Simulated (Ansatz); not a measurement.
Al(PH3)H3 (AlPH6), relaxed as a singlet with RKS PBE-D4/def2-TZVP in Ansatz, starting from the GFN2-xTB geometry. Force threshold 0.02 eV/Å.

Start:

```xyz
8

Al    1.012   -0.364    1.005
P    -0.720    0.249   -0.706
H    -0.761   -0.344   -1.954
H    -0.815    1.538   -1.196
H    -2.077    0.119   -0.479
H     2.248   -0.066    0.084
H     0.538   -1.846    1.187
H     0.577    0.713    2.059
```

```json
{"step": "1", "energy (eV)": "-15974.7308", "largest force component (eV/Å)": "0.906", "SCF passes": "14"}
{"step": "2", "energy (eV)": "-15974.8274", "largest force component (eV/Å)": "0.416", "SCF passes": "18"}
{"step": "3", "energy (eV)": "-15974.8334", "largest force component (eV/Å)": "0.066", "SCF passes": "19"}
{"step": "4", "energy (eV)": "-15974.8337", "largest force component (eV/Å)": "0.037", "SCF passes": "18"}
{"step": "5", "energy (eV)": "-15974.8339", "largest force component (eV/Å)": "0.002", "SCF passes": "18"}
```

Force components are those of the run's own axes.

End:

```xyz
8

Al    0.998   -0.358    0.990
P    -0.732    0.262   -0.726
H    -0.753   -0.417   -1.973
H    -0.773    1.591   -1.226
H    -2.110    0.130   -0.409
H     2.281   -0.036    0.079
H     0.541   -1.888    1.167
H     0.549    0.716    2.098
```

By distances, no bond broke or formed. The bond that changes most is Al1–H7, from 1.57 to 1.61 Å (atoms count from 1).

No frequencies were taken in this run, so the end may be a saddle point.

It took 2 s on 4 threads of Arm Neoverse V2 on a shared host.
